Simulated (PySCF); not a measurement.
# BNH2 (triplet): open-shell or spin-flip excitations

Wanted: open-shell or spin-flip excitations for BNH2 (triplet) (`B[N]`).

Computed with PySCF 2.14.0 and routines of our own; the level stands in each step. Atoms count from 0.

### Step 1. The starting structure

4 atoms, charge 0, multiplicity 3; geometry from: GFN2-xTB.

### Step 2. Open-shell or spin-flip excitations: unrestricted TDA M06-2X/def2-SVPD

Job settings and geometry (Å):

```
{"job": {"kind": "uabs", "xc": "M06-2X", "basis": "def2-SVPD", "nstates": 10, "tda": true}, "charge": 0, "multiplicity": 3}
B     -0.040817     0.003508    -0.005343
N      1.269307    -0.063708    -0.010757
H     -0.556226     1.069660     0.002537
H     -0.662030    -1.004687    -0.009291
```

With the program's defaults for keys left out, this is: unrestricted TDA M06-2X/def2-SVPD, vertical, gas phase, core orbitals frozen in the response.

Run with:

```bash
> OMP_NUM_THREADS=1 python excited_run.py task.json out
```

One launch serves the whole session: the jobs run in the order shown.

The log of the run:

```text
coarse grid: 15248 points
cycle   1  E = -80.5393745253  dE =  1.487e-02  |g| = 1.138e-01  |ddm| = 1.509e+00
cycle   2  E = -80.5539528548  dE = -1.458e-02  |g| = 3.948e-02  |ddm| = 2.863e-01
cycle   3  E = -80.5560125889  dE = -2.060e-03  |g| = 2.449e-02  |ddm| = 8.983e-02
cycle   4  E = -80.5566939085  dE = -6.813e-04  |g| = 9.623e-03  |ddm| = 5.181e-02
cycle   5  E = -80.5568653135  dE = -1.714e-04  |g| = 3.014e-03  |ddm| = 2.336e-02
cycle   6  E = -80.5568871327  dE = -2.182e-05  |g| = 7.818e-04  |ddm| = 9.363e-03
cycle   7  E = -80.5568883075  dE = -1.175e-06  |g| = 1.129e-04  |ddm| = 2.358e-03
final grid: 32944 points
cycle   8  E = -80.5567316250  dE = -1.202e-06  |g| = 2.338e-04  |ddm| = 4.441e-03
cycle   9  E = -80.5567316724  dE = -4.740e-08  |g| = 1.025e-04  |ddm| = 6.264e-04
cycle  10  E = -80.5567316784  dE = -5.946e-09  |g| = 5.862e-05  |ddm| = 2.811e-04
cycle  11  E = -80.5567316807  dE = -2.330e-09  |g| = 9.489e-06  |ddm| = 1.045e-04
cycle  12  E = -80.5567316808  dE = -9.578e-11  |g| = 2.987e-06  |ddm| = 2.777e-05
converged SCF energy = -80.5567316808

Static polarisability (au): isotropic 22.464, principal 20.258 21.463 25.671

<S^2> of the reference = 2.0062 (exact 2.0000)

Excitations
state   eV       nm        f      <S^2>   main configurations
  1   0.5615   2208.1   0.00077   2.011   Hb->Lb 0.93
  2   2.9202    424.6   0.00172   2.007   Hb->L+1b 0.94
  3   3.4226    362.3   0.00000   2.144   H-1b->Lb 0.98
  4   5.0925    243.5   0.00000   2.119   Ha->La 0.97
  5   5.5438    223.6   0.00386   2.285   H-2b->Lb 0.89
  6   6.5171    190.2   0.05780   2.040   H-1b->L+1b 0.87, H-2a->La 0.10
  7   7.6785    161.5   0.00647   2.155   Ha->L+1a 0.96
  8   7.7541    159.9   0.00283   3.747   H-1a->La 0.68, Hb->L+3b 0.20
  9   8.2714    149.9   0.00026   2.164   Hb->L+3b 0.65, H-1a->La 0.26
 10   8.6228    143.8   0.04095   2.086   H-2b->L+1b 0.85
```

Run time: 4.5 s. Hardware: 1 thread of Arm Neoverse V1, shared host.

From this job:

```
quantity  value
    ⟨S²⟩  2.006
```

Löwdin spin populations:

```
atom  value (e)
  B0       0.32
  N1       1.54
  H2       0.07
  H3       0.07
```

With diffuse functions Löwdin's scheme smears the spin, so small populations can have the wrong sign.

### Step 3. Open-shell or spin-flip excitations: collinear spin-flip TDA BHandHLYP/def2-SVP

Job settings and geometry (Å):

```
{"job": {"kind": "uabs", "xc": "BHandHLYP", "basis": "def2-SVP", "nstates": 8, "spin_flip": true}, "charge": 0, "multiplicity": 3}
B     -0.040817     0.003508    -0.005343
N      1.269307    -0.063708    -0.010757
H     -0.556226     1.069660     0.002537
H     -0.662030    -1.004687    -0.009291
```

With the program's defaults for keys left out, this is: collinear spin-flip TDA BHandHLYP/def2-SVP, vertical, gas phase, core orbitals frozen in the response.

The log of the run:

```text
coarse grid: 3392 points
cycle   1  E = -80.5266163287  dE = -2.039e-02  |g| = 1.188e-01  |ddm| = 1.501e+00
cycle   2  E = -80.5439618695  dE = -1.735e-02  |g| = 3.702e-02  |ddm| = 2.081e-01
cycle   3  E = -80.5467387654  dE = -2.777e-03  |g| = 1.354e-02  |ddm| = 1.002e-01
cycle   4  E = -80.5471333158  dE = -3.946e-04  |g| = 4.703e-03  |ddm| = 3.651e-02
cycle   5  E = -80.5471814001  dE = -4.808e-05  |g| = 1.822e-03  |ddm| = 1.236e-02
cycle   6  E = -80.5471857281  dE = -4.328e-06  |g| = 6.886e-04  |ddm| = 3.742e-03
final grid: 32944 points
cycle   7  E = -80.5556631755  dE = -4.924e-06  |g| = 7.278e-04  |ddm| = 4.333e-03
cycle   8  E = -80.5556634293  dE = -2.538e-07  |g| = 5.297e-04  |ddm| = 1.322e-03
cycle   9  E = -80.5556635658  dE = -1.365e-07  |g| = 9.233e-05  |ddm| = 5.419e-04
cycle  10  E = -80.5556635791  dE = -1.329e-08  |g| = 2.353e-05  |ddm| = 2.151e-04
cycle  11  E = -80.5556635800  dE = -9.356e-10  |g| = 6.971e-06  |ddm| = 6.063e-05
converged SCF energy = -80.5556635800

<S^2> of the reference = 2.0071 (exact 2.0000)

Spin-flip excitations, energies against the reference
state   eV       nm        f      <S^2>   main configurations
  1  -0.2228        -   0.00000   0.056   Ha->Lb 0.88
  2   0.9991   1014.7   0.00000   1.960   H-2a->Lb 0.61, Ha->L+1b 0.28
  3   1.6650    656.8   0.00000   0.077   Ha->L+1b 0.58, H-2a->Lb 0.32
  4   1.7260    636.2   0.00019   1.018   H-1a->Lb 0.90
  5   4.0780    288.3   0.00008   1.010   H-1a->L+1b 0.93
  6   4.2447    277.5   0.01878   0.452   H-2a->L+1b 0.60, H-3a->Lb 0.26
  7   4.6576    254.0   0.03678   0.698   H-3a->Lb 0.49, H-2a->L+1b 0.37, Ha->L+2b 0.09
  8   6.5818    182.2   0.11295   1.246   H-4a->Lb 0.86
```

It took 0.51 s on 1 thread of Arm Neoverse V1, shared host.

The ⟨S²⟩ below is that of the reference state, of multiplicity 3.

In short:

| quantity | value |
| --- | --- |
| low spin less high spin | -1.222 eV |
| ⟨S²⟩ | 2.007 |

### Step 4. Open-shell or spin-flip excitations (BNH2 radical): M06-2X/6-31+G*

Job settings and geometry (Å):

```
{"job": {"kind": "uabs", "xc": "M06-2X", "basis": "6-31+G*", "nstates": 6, "tda": false, "max_iter": 2, "scf": {"max_cycle": 80}}, "charge": 0, "multiplicity": 2}
B     -0.040817     0.003508    -0.005343
N      1.269307    -0.063708    -0.010757
H     -0.556226     1.069660     0.002537
H     -0.662030    -1.004687    -0.009291
```

Level: M06-2X/6-31+G*.

The log of the run:

```text
RuntimeError: Electron number 14 and spin 1 are not consistent
Note mol.spin = 2S = Nalpha - Nbeta, not 2S+1
```

Wall time 0.02 s (1 thread of Arm Neoverse V1, shared host).

Diagnosis: Charge and multiplicity don't fit the number of electrons: an even count needs an odd multiplicity, and the reverse. Cure: mend the charge or the multiplicity.

### Step 5. What came out

```
                                                                                         quantity                               value
lowest and brightest state of nearly pure spin, of 10 (step 2, unrestricted TDA M06-2X/def2-SVPD)         0.56 eV; 6.52 eV, f = 0.058
                     low spin less high spin (step 3, collinear spin-flip TDA BHandHLYP/def2-SVP)                           -1.222 eV
                                                                                             runs  1 failed, 0 ended on unsound input
```

In words: States whose ⟨S²⟩ lies well above the reference's are mixtures of spin states, an artefact of the unrestricted response, and are left out of the summary.
